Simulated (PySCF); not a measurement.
Ionisation energies (eV) were calculated with PySCF 2.14 by PBE0, MP2 (valence), PBE, in another order, as differences of total energies without spin-orbit coupling. The measured values are between term centres (NIST).

| species | measured | A | B | C |
| --- | --- | --- | --- | --- |
| He (def2-TZVPPD, non-relativistic) | 24.587 | 24.449 | 24.357 | 24.439 |
| Al (def2-TZVPPD, non-relativistic) | 5.977 | 6.064 | 5.812 | 6.083 |
| Ar (def2-TZVPPD, non-relativistic) | 15.819 | 15.719 | 15.710 | 15.729 |
| Tc (def2-TZVPPD with the def2 core potential (28 electrons), ECP) | 7.119 | 6.908 | 6.664 | 6.739 |
| Ru (def2-TZVPPD with the def2 core potential (28 electrons), ECP) | 7.365 | 7.792 | 7.077 | 7.503 |
| Ag (def2-TZVPPD with the def2 core potential (28 electrons), ECP) | 7.576 | 7.995 | 7.310 | 7.674 |
| Cd (def2-TZVPPD with the def2 core potential (28 electrons), ECP) | 8.994 | 9.109 | 8.714 | 8.817 |
| I (def2-TZVPPD with the def2 core potential (28 electrons), ECP) | 10.519 | 10.506 | 10.250 | 10.532 |

Task: Which column is which method?

Result: A is PBE (mean error 0.07 eV); B is MP2 (valence) (mean error -0.26 eV); C is PBE0 (mean error -0.06 eV). PBE, with gradient corrections, lies close to experiment on average, with errors of both signs. Valence MP2 in a finite basis recovers only part of the missing correlation, so it stays below experiment on average. PBE0, with a quarter of exact exchange, lies close to experiment on average.
